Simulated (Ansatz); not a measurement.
Ansatz (a first-principles code) input for chlorine (Cl2), SMILES ClCl, PBE0/def2-TZVPD. The structure is a stationary point at B3LYP-D3(BJ)/def2-TZVPD.

Ansatz 0.2 input:
```yaml
crystal:
  periodic: [false, false, false]
  atoms:
    - {symbol: Cl, position_ang: [0.00000000, 0.00000000, -1.00537998]}
    - {symbol: Cl, position_ang: [0.00000000, 0.00000000, 1.00537998]}
basis:
  gaussian:
    orbitals: def2-TZVPD
hamiltonian:
  xc: {name: PBE0}
```

Output:

```
WARN ansatz: RAYON_NUM_THREADS=1 ignored (pool sized by the plan → 1); use --threads N
Functional definition: PBE0
integrals: 0.02 GiB planned
616 factors; their error is unknown
mean field: 0.23 GiB planned
mean field evaluation 1: about -25036.7767 eV, gradient 7.6e0 eV
mean field evaluation 2: about -25036.8536 eV, gradient 4.1e0 eV
mean field evaluation 4: about -25036.8857 eV, gradient 2.6e-1 eV
mean field evaluation 8: about -25036.9430 eV, gradient 2.1e-3 eV
mean field -25036.94301242 eV, -920.0906850568 hartree, gradient 7.4e-5 eV, S^2 0.000000; 0 other end points of the search recorded, 0 dependent functions left out
reference -25036.94305115 eV, -920.0906864804 hartree; 17, 17 occupied and 75, 75 virtual orbitals, 616 factors
Total energy: -25036.94305115 eV, -920.0906864804 hartree
```

Self-consistency was reached.
